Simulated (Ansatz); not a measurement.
One stationary structure of Au. Space group Fm-3m (No. 225), fcc (Cu type). Method: r2SCAN (plane waves to 500 eV, PAW, scalar-relativistic; Ansatz, a program for electronic structure).

```xyz
1
Lattice="-1.4580 1.4580 2.0633 1.4580 -1.4580 2.0633 1.4580 1.4580 -2.0633" Properties=species:S:1:pos:R:3 pbc="T T T"
Au     0.0000     0.0000     2.0633
```

- Volume per atom: 17.55 Å³
- Band gap: no gap (metallic)
- Shortest distances: Au–Au 2.92 Å
- k-mesh: 22×22×22

No spin polarisation in the result.

Measured for Au: a 4.062 Å (static lattice; corrected from measurement; as listed in Daniel Mejia-Rodriguez, S. B. Trickey, Phys. Rev. B (2018)). Computed minus measured — a: r2SCAN +1.5 %. The computed values are for a static lattice.

It was reached from a disturbed copy of a P4/mmm (No. 123) cell, against which it lies -0.11 eV/atom.
